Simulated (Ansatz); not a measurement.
# H5SSi2 (charge -1): molecular dynamics

The plan is to follow the molecule's vibrations and see whether its bonds hold. The start is relaxed first. Runs: 40 steps of 3 fs under a Nosé-Hoover thermostat at 700 K. SMILES of the start: [SiH2-]S[SiH3].

Program: Ansatz 0.2.0. Level of theory: RKS PBE/def2-SVP. These are calculated values, not measurements.

## Step 1: The system as given

Bond lengths: Si1–S2 2.234 Å, Si1–Si3 2.467 Å, S2–Si3 2.132 Å, Si1–H4 1.481 Å, Si1–H5 1.482 Å, Si3–H6 1.524 Å, Si3–H7 1.472 Å, Si3–H8 1.472 Å. Angles (14 of 17 angles, heavy atoms first): Si1–S2–Si3 68.8°, S2–Si1–Si3 53.7°, Si1–Si3–S2 57.6°, S2–Si1–H4 98.0°, S2–Si1–H5 98.4°, Si3–Si1–H4 125.6°, Si3–Si1–H5 126.7°, Si1–Si3–H6 157.9°, Si1–Si3–H7 92.2°, Si1–Si3–H8 92.5°, S2–Si3–H6 100.3°, S2–Si3–H7 117.0°, S2–Si3–H8 116.3°, H4–Si1–H5 99.9°.

Coordinates:

```xyz
8

Si   -0.9790    0.8781   -0.4436
S     0.8957    0.0346   -1.3193
Si    0.5685   -0.6978    0.6564
H    -1.8941    0.5495   -1.5602
H    -0.7288    2.3097   -0.7321
H     1.7802   -1.6093    0.8142
H    -0.4900   -1.7057    0.8295
H     0.8476    0.2409    1.7550
```

## Step 2: Preparing the start

input.yaml reads:

```yaml
crystal:
  periodic: [false, false, false]
  atoms:
    - { symbol: Si, position_ang: [-0.97905, 0.87806, -0.44358] }
    - { symbol: S, position_ang: [0.89569, 0.03459, -1.31929] }
    - { symbol: Si, position_ang: [0.56855, -0.69781, 0.65645] }
    - { symbol: H, position_ang: [-1.89408, 0.54951, -1.5602] }
    - { symbol: H, position_ang: [-0.72881, 2.3097, -0.73208] }
    - { symbol: H, position_ang: [1.78017, -1.60926, 0.81422] }
    - { symbol: H, position_ang: [-0.49001, -1.70567, 0.82945] }
    - { symbol: H, position_ang: [0.84755, 0.24087, 1.75504] }
total_charge: -1
basis:
  gaussian: { orbitals: def2-SVP }
hamiltonian:
  xc: pbe
relax:
  f_tol: 0.02
  max_steps: 40
scf:
  lower_state_search: "off"
```

Started as:

```
ansatz run input.yaml --threads 1 --pin off --max-ram 2048MiB --backend cpu --events-out ev --progress --plain --runs-dir out
```

Output, cut to the lines that bear on the results:

```text
Warning: RAYON_NUM_THREADS=1 ignored (pool sized by the plan → 1); use --threads N
[...]
Functional definition: PBE
[...]
887 factors; their error is unknown
[...]
mean field -26651.40527129 eV, -979.4210787485 hartree, gradient 1.5e-6 eV, S^2 0.000000; 0 other end points of the search recorded, 0 dependent functions left out
[...]
reference -26651.40530826 eV, -979.4210801072 hartree; 25, 25 occupied and 54, 54 virtual orbitals, 887 factors
relax step   1: F+E_penalty+E_count = -26651.40527129 eV  Δ(F+E_penalty+E_count) = +0.000e0 eV  max|allowed force component| = 1.069e0 eV/Å  Δτ_max = 0.0000 Å  (16 SCF iters, accepted)
[...]
relax step   4: F+E_penalty+E_count = -26651.89244170 eV  Δ(F+E_penalty+E_count) = -6.207e-2 eV  max|allowed force component| = 8.046e-1 eV/Å  Δτ_max = 0.1437 Å  (18 SCF iters, accepted)
[...]
relax step   7: F+E_penalty+E_count = -26651.93783147 eV  Δ(F+E_penalty+E_count) = -7.764e-3 eV  max|allowed force component| = 1.240e-1 eV/Å  Δτ_max = 0.0275 Å  (19 SCF iters, accepted)
[...]
relax step  10: F+E_penalty+E_count = -26651.93867563 eV  Δ(F+E_penalty+E_count) = -2.197e-5 eV  max|allowed force component| = 2.644e-2 eV/Å  Δτ_max = 0.0073 Å  (13 SCF iters, accepted)
[...]
relax step  11: F+E_penalty+E_count = -26651.93872284 eV  Δ(F+E_penalty+E_count) = -4.721e-5 eV  max|allowed force component| = 2.532e-2 eV/Å  Δτ_max = 0.0095 Å  (13 SCF iters, accepted)
[...]
relax step  12: F+E_penalty+E_count = -26651.93878923 eV  Δ(F+E_penalty+E_count) = -6.639e-5 eV  max|allowed force component| = 5.915e-4 eV/Å  Δτ_max = 0.0036 Å  (12 SCF iters, accepted)
Total energy: -26651.93882765 eV, -979.4406865832 hartree
Atom 0 at    -1.333675     1.169567    -0.553566 Å, force    -0.000281     0.000097    -0.000348 eV/Å
Atom 1 at     0.675055     0.063602    -1.093091 Å, force    -0.000023    -0.000310     0.000467 eV/Å
Atom 2 at     0.807563    -0.915027     0.772510 Å, force    -0.000318    -0.000139     0.000592 eV/Å
Atom 3 at    -2.005461     0.808345    -1.914694 Å, force    -0.000220    -0.000063    -0.000223 eV/Å
Atom 4 at    -0.829298     2.543362    -1.094556 Å, force     0.000127     0.000375     0.000212 eV/Å
Atom 5 at     2.066210    -1.780643     0.796345 Å, force     0.000164    -0.000055    -0.000019 eV/Å
Atom 6 at    -0.321039    -1.874236     1.100618 Å, force     0.000459     0.000305    -0.000147 eV/Å
Atom 7 at     0.940655    -0.014981     1.986443 Å, force     0.000092    -0.000212    -0.000534 eV/Å
Dipole moment:     0.505054    -0.419964     0.162329 e Å
Checks for a lower state left out: stability, starts, cluster_reference, orbital_swaps, neighbouring_geometries, increment
```

Run time: 17 s. Hardware: 1 thread of Arm Neoverse V2, shared host; peak memory 0.1 GiB.

Relaxation path:

```tsv
step	energy from step 1 (eV)	largest force component (eV/Å)
1	0.0000	1.0690
2	-0.2912	0.5326
3	-0.4251	0.7388
4	-0.4872	0.8046
5	-0.5182	0.2270
6	-0.5248	0.2918
7	-0.5326	0.1240
8x	-0.5273	0.2011
9	-0.5334	0.0416
10	-0.5334	0.0264
11	-0.5335	0.0253
12	-0.5335	0.0006
```

Step 1 is the start. 1 step was tried and not accepted (marked x).

After: Bond lengths: Si1–S2 2.356 Å, S2–Si3 2.111 Å, Si1–H4 1.560 Å, Si1–H5 1.560 Å, Si3–H6 1.528 Å, Si3–H7 1.517 Å, Si3–H8 1.517 Å. Angles: Si1–S2–Si3 93.9°, S2–Si1–H4 93.4°, S2–Si1–H5 93.3°, H4–Si1–H5 92.3°, S2–Si3–H6 109.2°, S2–Si3–H7 115.9°, S2–Si3–H8 116.0°, H6–Si3–H7 104.6°, H6–Si3–H8 104.6°, H7–Si3–H8 105.5°.

Pairs that crossed the distance rule for bonds on the way: moved apart Si1–Si3.

## Step 3: The run

40 steps of 3 fs under a Nosé-Hoover thermostat at 700 K, from the relaxed start.

input.yaml reads:

```yaml
crystal:
  periodic: [false, false, false]
  atoms:
    - { symbol: Si, position_ang: [-1.333675, 1.169567, -0.553566] }
    - { symbol: S, position_ang: [0.675055, 0.063602, -1.093091] }
    - { symbol: Si, position_ang: [0.807563, -0.915027, 0.77251] }
    - { symbol: H, position_ang: [-2.005461, 0.808345, -1.914694] }
    - { symbol: H, position_ang: [-0.829298, 2.543362, -1.094556] }
    - { symbol: H, position_ang: [2.06621, -1.780643, 0.796345] }
    - { symbol: H, position_ang: [-0.321039, -1.874236, 1.100618] }
    - { symbol: H, position_ang: [0.940655, -0.014981, 1.986443] }
total_charge: -1
basis:
  gaussian: { orbitals: def2-SVP }
hamiltonian:
  xc: pbe
md:
  timestep: 3.0
  n_steps: 40
  ensemble: nvt_nose_hoover
  temperature: 700.0
  initial_velocities: maxwell_boltzmann
  seed: 586863
scf:
  lower_state_search: "off"
```

Started as:

```
ansatz run input.yaml --threads 1 --pin off --max-ram 2048MiB --backend cpu --events-out ev --progress --plain --runs-dir out
```

Output, cut to the lines that bear on the results:

```text
Warning: RAYON_NUM_THREADS=1 ignored (pool sized by the plan → 1); use --threads N
[...]
[... 1 set-up line as earlier in the session ...]
[...]
887 factors; their error is unknown
[...]
mean field -26651.93879324 eV, -979.4406853187 hartree, gradient 3.3e-6 eV, S^2 0.000000; 0 other end points of the search recorded, 0 dependent functions left out
[...]
reference -26651.93883163 eV, -979.4406867293 hartree; 25, 25 occupied and 54, 54 virtual orbitals, 887 factors
md step     0: t =     0.00 fs  T =   700.0 K  F+E_penalty+E_count = -26651.93879324 eV  E_kin = 0.542892 eV  conserved = -26651.39590125 eV  (15 SCF iters)
[...]
md step    10: t =    30.00 fs  T =   387.7 K  F+E_penalty+E_count = -26651.65956510 eV  E_kin = 0.300651 eV  conserved = -26651.37001155 eV  (18 SCF iters)
[...]
md step    20: t =    60.00 fs  T =   379.2 K  F+E_penalty+E_count = -26651.57741953 eV  E_kin = 0.294055 eV  conserved = -26651.32988213 eV  (19 SCF iters)
[...]
Total energy: -26651.34103981 eV, -979.4187182853 hartree
Atom 0 at    -1.509030     1.299032    -0.818376 Å, force     0.184435    -0.572500     0.735633 eV/Å
Atom 1 at     0.541524     0.004660    -0.956831 Å, force     0.308446     0.020735    -0.173422 eV/Å
Atom 2 at     1.081962    -1.007142     0.821030 Å, force    -3.892072     2.053413    -0.025938 eV/Å
Atom 3 at    -0.793268     2.261292    -1.723615 Å, force     0.229037     0.532219    -0.723214 eV/Å
Atom 4 at    -1.010433     2.194606     0.366301 Å, force    -0.124670    -0.080152     0.137423 eV/Å
Atom 5 at     1.704150    -2.203464     0.558469 Å, force     1.867755    -2.475126    -0.515433 eV/Å
Atom 6 at    -0.268020    -1.523533     1.477126 Å, force     0.772443     0.229910    -0.025311 eV/Å
Atom 7 at     1.706102    -0.213029     1.888354 Å, force     0.654626     0.291501     0.590261 eV/Å
Dipole moment:     0.662641    -0.464735     0.274428 e Å
Checks for a lower state left out: stability, starts, cluster_reference, orbital_swaps, neighbouring_geometries, increment
```

Run time: 52 s. Hardware: 1 thread of Arm Neoverse V2, shared host; peak memory 0.1 GiB.

## Step 4: The trajectory

One step in 3; energies are changes from step 0:

```tsv
time (fs)	T (K)	potential energy change (meV/atom)	conserved energy change (meV/atom)
0.0	700	0.0	0.00
9.0	466	26.2	3.39
18.0	495	25.7	5.37
27.0	387	38.1	6.66
36.0	373	38.6	4.92
45.0	368	37.8	2.55
54.0	462	32.4	4.73
63.0	404	38.8	3.58
72.0	372	45.3	5.20
81.0	254	64.8	10.80
90.0	266	74.1	18.74
99.0	210	77.0	13.43
108.0	459	46.0	3.53
117.0	393	62.5	10.02
120.0	295	74.7	11.72
```

time (fs), T (K) and a bar:
```
      0.0        700 ##############################
      6.0        337 ########
      9.0        466 ################
     15.0        444 ##############
     21.0        378 ##########
     27.0        387 ###########
     30.0        388 ###########
     36.0        373 ##########
     42.0        336 ########
     48.0        320 #######
     51.0        349 #########
     57.0        395 ###########
     63.0        404 ############
     69.0        372 ##########
     72.0        372 ##########
     78.0        480 #################
     84.0        288 #####
     90.0        266 ###
     93.0        432 ##############
     99.0        210 
    105.0        307 ######
    111.0        346 ########
    114.0        408 ############
    120.0        295 #####
```

## Step 5: Frames from the trajectory

Extended XYZ, with forces in eV/Å:

```xyz
8
time_fs=15.0 T=444 dE=0.2189
Si   -1.389    1.197   -0.602    0.555    0.033    1.565
S     0.654    0.045   -1.061    0.209    0.355   -0.353
Si    0.883   -0.931    0.782   -1.504    0.043   -0.124
H    -1.776    1.144   -2.005   -0.475   -0.247   -1.631
H    -0.793    2.615   -0.853    0.118    0.066    0.113
H     1.920   -1.991    0.783    0.757   -0.187    0.021
H    -0.376   -1.761    1.005    0.095    0.022    0.326
H     1.014   -0.040    2.000    0.244   -0.084    0.083
8
time_fs=30.0 T=388 dE=0.2792
Si   -1.433    1.225   -0.652    0.465   -0.635    1.836
S     0.642    0.045   -1.046   -0.321   -0.048    0.278
Si    0.903   -0.967    0.793   -0.474    0.883    0.343
H    -1.583    1.312   -2.091   -0.199    0.265   -1.783
H    -0.676    2.559   -0.503    0.011    0.299   -0.109
H     2.083   -1.821    0.714    0.680   -1.072   -0.337
H    -0.282   -1.698    1.411    0.091   -0.099   -0.263
H     1.439   -0.197    1.993   -0.252    0.407    0.035
8
time_fs=45.0 T=368 dE=0.3026
Si   -1.449    1.237   -0.699    0.232   -0.169    0.181
S     0.612    0.045   -1.016   -0.446   -0.068    0.167
Si    0.951   -0.986    0.817   -1.511    1.275   -0.493
H    -1.410    1.679   -2.177   -0.045   -0.080   -0.293
H    -0.746    2.572   -0.335    0.056    0.151    0.174
H     1.856   -2.007    0.429    1.627   -1.261   -0.141
H    -0.130   -1.836    1.487   -0.104    0.341   -0.016
H     1.492   -0.018    1.831    0.191   -0.188    0.422
8
time_fs=60.0 T=379 dE=0.3614
Si   -1.447    1.249   -0.747   -0.331    0.088   -0.480
S     0.560    0.039   -0.975    0.444    0.138   -0.283
Si    1.003   -0.994    0.796   -2.191    1.415    0.901
H    -1.249    1.866   -2.253    0.056   -0.290    0.806
H    -0.882    2.519   -0.033    0.181    0.030   -0.126
H     1.952   -2.010    0.658    1.560   -1.935   -0.688
H    -0.238   -1.613    1.477    0.262    0.035   -0.214
H     1.654   -0.310    1.976    0.020    0.519    0.084
8
time_fs=75.0 T=297 dE=0.4978
Si   -1.467    1.256   -0.780    0.804    0.683   -0.896
S     0.532    0.039   -0.948    0.445   -0.088   -0.357
Si    1.039   -1.005    0.803   -2.803    1.996    0.326
H    -0.843    1.990   -2.192   -0.714   -0.464    1.047
H    -0.800    2.390    0.094   -0.175   -0.042   -0.063
H     1.876   -2.063    0.492    1.706   -2.173   -0.518
H    -0.274   -1.546    1.428    0.540   -0.042    0.113
H     1.723   -0.215    1.877    0.197    0.131    0.348
8
time_fs=90.0 T=266 dE=0.5932
Si   -1.473    1.268   -0.806    0.585    0.938   -0.643
S     0.533    0.033   -0.942   -0.136   -0.068   -0.184
Si    1.036   -1.008    0.808   -2.213    1.649    1.113
H    -0.883    2.218   -2.100   -0.489   -0.733    0.982
H    -0.909    2.325    0.241   -0.129   -0.154   -0.187
H     1.795   -2.079    0.421    2.076   -2.453   -0.926
H     0.046   -1.775    1.764    0.022    0.564   -0.515
H     1.837   -0.208    1.780    0.284    0.257    0.360
8
time_fs=105.0 T=307 dE=0.5907
Si   -1.480    1.288   -0.820   -0.126    0.303   -0.189
S     0.535    0.019   -0.946   -0.001    0.046   -0.091
Si    1.047   -1.022    0.818   -2.638    2.233    0.803
H    -1.006    2.346   -1.968    0.006   -0.518    0.565
H    -1.104    2.269    0.356    0.154   -0.066   -0.169
H     1.954   -1.984    0.484    1.880   -2.825   -0.973
H    -0.092   -1.586    1.765    0.594    0.205   -0.622
H     1.960   -0.287    1.726    0.131    0.622    0.676
8
time_fs=120.0 T=295 dE=0.5978
Si   -1.509    1.299   -0.818    0.184   -0.573    0.736
S     0.541    0.005   -0.957    0.308    0.021   -0.173
Si    1.082   -1.007    0.821   -3.892    2.053   -0.026
H    -0.793    2.261   -1.724    0.229    0.532   -0.723
H    -1.010    2.195    0.366   -0.125   -0.080    0.137
H     1.704   -2.204    0.558    1.868   -2.475   -0.515
H    -0.268   -1.524    1.477    0.772    0.230   -0.025
H     1.706   -0.213    1.888    0.655    0.291    0.590
```

## Step 6: Results

```
                              quantity                          value
               relaxation of the start       10 moves, 0.534 eV lower
                                length               40 steps of 3 fs
      temperature, first and last step                  700 and 295 K
              temperature, second half  mean 347 K, from 185 to 480 K
         potential energy, second half    +58 meV/atom from the start
largest change of the conserved energy                 18.74 meV/atom
                bonds formed or broken                              0
```

Against a set 700 K the second half averages 347 K with a spread of 80 K; 58 meV/atom has gone into potential energy, and a thermostat that acts over some 100 fs has not made it up in 120 fs. The conserved energy strays from its start by at most 18.74 meV/atom, 51 % of the mean kinetic energy, which is poor: the step of 3 fs is too long for the fastest motion. The bonds all hold. Averages from a run of 120 fs with 8 atoms are rough. The nuclei move classically, without zero-point motion, which matters most for hydrogen.
